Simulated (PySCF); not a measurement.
Molfile (atoms numbered from 1):
```
H8Si3
     RDKit          3D

 11 10  0  0  0  0  0  0  0  0999 V2000
    1.8572    0.7208   -0.0451 Si  0  0  0  0  0  4  0  0  0  0  0  0
    0.1764   -0.8697   -0.1021 Si  0  0  0  0  0  4  0  0  0  0  0  0
   -1.9868   -0.0757    0.1142 Si  0  0  0  0  0  4  0  0  0  0  0  0
    3.2096    0.1766   -0.1875 H   0  0  0  0  0  0  0  0  0  0  0  0
    1.6998    1.7099   -1.1153 H   0  0  0  0  0  0  0  0  0  0  0  0
    1.8473    1.4704    1.2145 H   0  0  0  0  0  0  0  0  0  0  0  0
    0.4289   -1.8813    0.9395 H   0  0  0  0  0  0  0  0  0  0  0  0
    0.2872   -1.6493   -1.3479 H   0  0  0  0  0  0  0  0  0  0  0  0
   -2.3198    0.8771   -0.9487 H   0  0  0  0  0  0  0  0  0  0  0  0
   -2.1749    0.6374    1.3810 H   0  0  0  0  0  0  0  0  0  0  0  0
   -3.0194   -1.1134    0.0712 H   0  0  0  0  0  0  0  0  0  0  0  0
  1  2  1  0
  2  3  1  0
  1  4  1  0
  1  5  1  0
  1  6  1  0
  2  7  1  0
  2  8  1  0
  3  9  1  0
  3 10  1  0
  3 11  1  0
M  END
```

Calculated, not measured (PySCF 2.14.0 with density-fitted response routines): GFN2-xTB geometry, shielding tensors at PBE0/pcSseg-1 (GIAO). Equivalent nuclei averaged, relativity neglected, single conformer, gas phase.

Scale: 1H, 29Si vs TMS (reference shieldings calculated alike).

```
              atoms  nucleus  count  δ (ppm)
              H7/H8       1H      2        ?
            Si1/Si3     29Si      2   -116.0
H4/H5/H6/H9/H10/H11       1H      6     3.52
                Si2     29Si      1        ?
```

Complete the table.

## Answers


- H7/H8: 3.40 ppm, hydrogen on a silicon bonded to 2 Si
- Si2: -132.5 ppm, silicon bonded to 2 Si, 2 H
